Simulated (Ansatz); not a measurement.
Input for Ansatz (development build ahead of 0.2.0):

```yaml
crystal:
  periodic: [false, false, false]
  atoms:
    - { symbol: Li, position_ang: [0.0, 0.0, -1.05704] }
    - { symbol: F, position_ang: [0.0, 0.0, 0.35235] }
basis:
  gaussian: { orbitals: def2-TZVP }
hamiltonian:
  xc: hf
correlation:
  method: mp2
  frozen_orbitals: { F: 1, Li: 0 }
```

The input is written out in the form of the current development build from the run's settings.

Results

| Property | Result |
| --- | --- |
| Converged | yes |
| Reference energy | -106.97561 hartree |
| Correlation energy | -0.30286 hartree |
| Total energy | -107.27848 hartree |
| Spin squared of the determinant | 0.000 |
